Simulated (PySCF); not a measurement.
Species, as SMILES: C(Cl)Cl.
Geometry (B3LYP-D3(BJ)/def2-TZVP, fixed):
```xyz
5

C      0.0039     0.0052     0.7673
Cl    -0.0175     1.4825    -0.2263
Cl     0.0153    -1.4855    -0.2061
H     -0.8904    -0.0005     1.3784
H      0.9045     0.0193     1.3690
```

Basis-set convergence of the lowest singlet excitation energy at PBE0 with PySCF. Tamm-Dancoff approximation; the state is taken by its order, and sets in which it differs in degeneracy or brightness are left out, yet its character can still change. All functions are spherical. Density fitting with generated auxiliary sets. In sets without p functions on hydrogen, species with hydrogen take exact integrals. No added dispersion term, no relativity. Reference: the value in aug-pcseg-2, 6.659 eV, itself unsure by roughly 0.025 eV (its distance from aug-cc-pV(T+d)Z). Deviations are taken from unrounded values. Cost is core time over that of pcseg-1, rough, on shared machines of one kind; a dash marks a row that isn't timed (too short, read off another run, short of memory, by another algorithm or on other hardware).

```
basis            functions  lowest singlet excitation energy (eV)  minus reference (eV)  cost
---------------  ---------  -------------------------------------  --------------------  ----
3-21G                   39                                  7.092                 0.433     -
6-31G*                  54                                  6.966                 0.307     -
def2-SV(P)              54                                  7.275                 0.616     -
pcseg-1                 60                                  6.909                 0.250    1×
6-31+G*                 66                                  6.771                 0.112     -
6-311G**                82                                  6.931                 0.272    2×
def2-SVPD               90                                  6.825                 0.166    2×
aug-pcseg-1             95                                  6.736                 0.077    2×
6-311++G(2d,2p)        117                                  6.656                -0.003    4×
def2-TZVPD             147                                  6.648                -0.011    8×
aug-pcseg-2            192                                  6.659                 0.000   10×
aug-cc-pV(T+d)Z        202                                  6.633                -0.025   10×
def2-QZVPP             257                                  6.695                 0.036   20×
```
